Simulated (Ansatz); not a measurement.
**SiNH (triplet): from Hartree-Fock to the top rungs, def2-TZVPP**

One table from this session's results is given with a row withheld; the runs are named, their logs left out.

Method: def2-TZVPP, core rule «outside noble gas», up to 6 orbitals frozen; program: Ansatz 0.2.0, Gaussian basis.

To be run: UHF; ROHF; CCSD(T) on UHF.

2 further runs of the same task are left out: 2 set aside as unsound or not needed.

### What is computed

The geometry is a PBE0/def2-TZVP stationary point (not a proven minimum) of the parent state, kept for this charge and spin.

3 atoms, charge 0, spin multiplicity 3.

Atoms are counted from 1 here; the program's logs count them from 0.

Bond lengths: Si1–N2 1.557 Å, Si1–H3 1.487 Å. Angles: N2–Si1–H3 180.0°.

Set-up of the first run:

The input, in.yaml:

```yaml
crystal:
  periodic: [false, false, false]
  atoms:
    - {symbol: Si, position_ang: [0.000000, 0.000000, 0.023261]}
    - {symbol: N, position_ang: [0.000000, 0.000000, -1.533674]}
    - {symbol: H, position_ang: [0.000000, 0.000000, 1.510413]}
basis:
  gaussian: {orbitals: def2-TZVPP}
magnetization: {spin_polarized: true, initial_magnetization: 2}
hamiltonian: {xc: hf}
output: {orbitals: {seedname: orbitals}}
```

Launch:

```bash
> ansatz run in.yaml --threads 1 --pin off --events-out ev --progress --plain --max-ram 2560MiB --backend cpu
```

Steps of the session up to this table: UHF; ROHF; CCSD(T) on UHF.

One of the session's tables, all rows but one given; the rest of the session is left out.

It belongs to the step «Misses and costs». 

| method | from UCCSD(T) (meV) |
| --- | --- |
| ROHF | +8310.2 |
| UHF | +8143.1 |
| UMP2 | ? |
| UCCSD | +424.4 |
| UCCSD(T) | 0 |

Q: Estimate the row for UMP2 from the others.

The run gave: from UCCSD(T) (meV): +1127.3. In the column «from UCCSD(T) (meV)» it lies between UCCSD (+424.4) and UHF (+8143.1).
